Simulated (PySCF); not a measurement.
## `C=N/C=C/F`: 4 charge schemes on one density

Compound: C3H4FN.
Z-matrix (Å and degrees, PBE0-D3(BJ)/def2-SVP geometry), rows numbered from 1:
```
C 
N   1  1.2705
C   2  1.3831  1  118.97
C   3  1.3381  2  119.07  1   179.79
F   4  1.3224  3  122.10  2  -179.81
H   1  1.1076  2  123.27  3     0.10
H   1  1.0977  2  119.43  3  -179.86
H   3  1.1019  2  121.16  1    -0.13
H   4  1.0938  3  123.34  2     0.10
```

Density: PBE0/pcSseg-1 (PySCF); schemes: Mulliken, IAO, Hirshfeld and ESP-fitted. One conformer (not necessarily the lowest) at the PBE0-D3(BJ)/def2-SVP geometry, without solvent, vibrations or thermal averaging.

Question: At which atom do the 4 schemes differ most?

Answer: At N2: from -0.489 (ESP-fitted) to -0.145 e (Hirshfeld), 0.344 e apart.

Question: For which atoms does the sign change between the 4 schemes (beyond +0.03 e in one, beyond −0.03 e in another)?

Answer: C1 and C3. Atomic charges aren't observables, and each scheme defines them in its own way.

Question: Do the Mulliken, IAO, Hirshfeld and ESP-fitted schemes agree on where the charge is highest?

Answer: The schemes don't all agree: Mulliken C4 (+0.248); IAO C4 and H9 (+0.164); Hirshfeld H9 (+0.063); ESP-fitted H9 (+0.170).

Question: What partial charge does each atom carry?

Answer: In e:

| atom | environment | Mulliken | IAO | Hirshfeld | ESP-fitted |
| --- | --- | --- | --- | --- | --- |
| C1 | imine carbon | -0.013 | -0.124 | +0.001 | +0.151 |
| N2 | imine nitrogen | -0.377 | -0.241 | -0.145 | -0.489 |
| C3 | vinylic carbon bearing nitrogen | -0.054 | -0.103 | -0.040 | +0.085 |
| C4 | vinylic C–F carbon | +0.248 | +0.164 | +0.052 | -0.007 |
| F5 | vinyl fluorine | -0.258 | -0.250 | -0.072 | -0.139 |
| H6 | hydrogen on a C=N carbon | +0.095 | +0.107 | +0.043 | +0.046 |
| H7 | hydrogen on a C=N carbon | +0.130 | +0.155 | +0.055 | +0.078 |
| H8 | vinylic hydrogen | +0.108 | +0.128 | +0.043 | +0.104 |
| H9 | vinylic hydrogen | +0.122 | +0.164 | +0.063 | +0.170 |

Mean size of the charges over all atoms: IAO 0.160 e, Mulliken 0.156 e, ESP-fitted 0.141 e, Hirshfeld 0.057 e. Each set sums to the total charge, 0, to within 0.001 e. The Mulliken scheme gives each basis function's population to the atom it is centred on and halves the overlap population of two atoms between them.

Question: Sum the charges by element, for elements with more than one atom.

Answer: 
```tsv
element	atoms	Mulliken	IAO	Hirshfeld	ESP-fitted
C	3	+0.181	-0.064	+0.012	+0.229
H	4	+0.454	+0.555	+0.204	+0.398
```

Question: How many electrons does the Hirshfeld scheme count on N2?

Answer: Z − q = 7 − (-0.145) = 7.145.
